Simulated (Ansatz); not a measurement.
For antiferromagnetic (type II) rock-salt NiO, r²SCAN0 (plane waves, PAW; Ansatz, a first-principles code) gives:

```
Property                         Value
-----------------------------  -------
band gap at the measured cell  5.83 eV
magnetic moment                1.72 μB
```

What does Hartree–Fock (PAW; Ansatz) give for the same quantities?


- band gap at the measured cell: 14.27 eV (rises by 8.44 eV)
- magnetic moment: 1.88 μB (increases by 0.16 μB)

Changes are worked out from the printed values.

Unless a cell is named, each level is at its own relaxed cell.

Density-functional gaps are differences of (generalised) Kohn–Sham levels.

Spin-polarised runs: r²SCAN0 (opposed moments), Hartree–Fock (opposed moments).

Ansatz's density-functional and Hartree–Fock values are scalar-relativistic unless marked +SOC, with PAW data made under PBE.
